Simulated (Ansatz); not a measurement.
in.yaml

```yaml
crystal:
  periodic: [false, false, false]
  atoms:
    - {symbol: Ge, position_ang: [0.000000, -0.057184, 1.266796]}
    - {symbol: As, position_ang: [0.000000, 0.057296, -1.236405]}
    - {symbol: H, position_ang: [0.000000, 1.323124, 1.991542]}
    - {symbol: H, position_ang: [0.000000, -1.460876, -1.383020]}
basis:
  gaussian: {orbitals: cc-pVDZ}
magnetization: {spin_polarized: false, initial_magnetization: 1}
correlation: {method: fic_mrcisd_q, electrons: outside_noble_gas, active_space: {window: {electrons: 11, orbitals: 10}, shells: [{species: As, l: s, shell: 4}, {species: As, l: p, shell: 4}, {species: Ge, l: s, shell: 4}, {species: Ge, l: p, shell: 4}, {species: H, l: s, shell: 1}]}}
```

```sh
$ ansatz run in.yaml --threads 2 --pin off --events-out ev --progress --plain --max-ram 24576MiB --backend cuda --devices 0, --max-vram 18GiB
```

The program prints:

```
1283 factors; integrals over basis functions are off by at most 1.8e-7 eV
mean field evaluation 1: about -117296.4639 eV, gradient 1.2e1 eV
mean field evaluation 2: about -117296.4839 eV, gradient 1.2e1 eV
mean field evaluation 4: about -117297.4254 eV, gradient 1.9e0 eV
mean field evaluation 8: about -117297.4766 eV, gradient 3.3e-1 eV
mean field evaluation 16: about -117297.4853 eV, gradient 2.2e-6 eV
mean field evaluation 32: about -117297.8130 eV, gradient 1.8e0 eV
mean field evaluation 64: about -117293.7141 eV, gradient 7.6e0 eV
mean field evaluation 96: about -117297.4763 eV, gradient 8.1e-1 eV
mean field -117297.83283327 eV, -4310.6158492958 hartree, gradient 1.3e-6 eV, S^2 0.750000; 7 other end points of the search recorded, 0 dependent functions left out
reference -117297.83283327 eV, -4310.6158492958 hartree; 34, 33 occupied and 30, 31 virtual orbitals, 1283 factors
state -117300.09103511 eV, -4310.6988366830 hartree
contracted CI cycle   1: correlation 0.00000000 eV, 0.0000000000 hartree, residual 1.36e1 eV
contracted CI cycle   2: correlation -3.47333394 eV, -0.1276426679 hartree, residual 2.74e0 eV
contracted CI cycle   3: correlation -3.61033113 eV, -0.1326772218 hartree, residual 5.17e-1 eV
contracted CI cycle   4: correlation -3.61535576 eV, -0.1328618735 hartree, residual 1.21e-1 eV
contracted CI cycle   5: correlation -3.61562283 eV, -0.1328716883 hartree, residual 2.87e-2 eV
contracted CI cycle   6: correlation -3.61563740 eV, -0.1328722237 hartree, residual 6.58e-3 eV
contracted CI cycle   7: correlation -3.61563813 eV, -0.1328722504 hartree, residual 1.47e-3 eV
contracted CI cycle   8: correlation -3.61563816 eV, -0.1328722517 hartree, residual 3.20e-4 eV
state -117300.09103511 eV, -4310.6988366830 hartree; corrected -117303.99244024 eV, -4310.8422106770 hartree
Total energy: -117303.99244024 eV, -4310.8422106770 hartree
Checks for a lower state left out: starts, orbital_swaps
```

Natural occupations: 1.9911 1.9759 1.9647 1.9374 1.8344 1.0174 0.1713 0.0484 0.0347 0.0247.

For the same geometry and basis RCCSDTQ lies 13.5 meV lower.

Ran on 2 threads of AMD EPYC 7R13 with a shared H100 80 GB, shared host: 11 s wall, 0.89 GiB peak host memory.
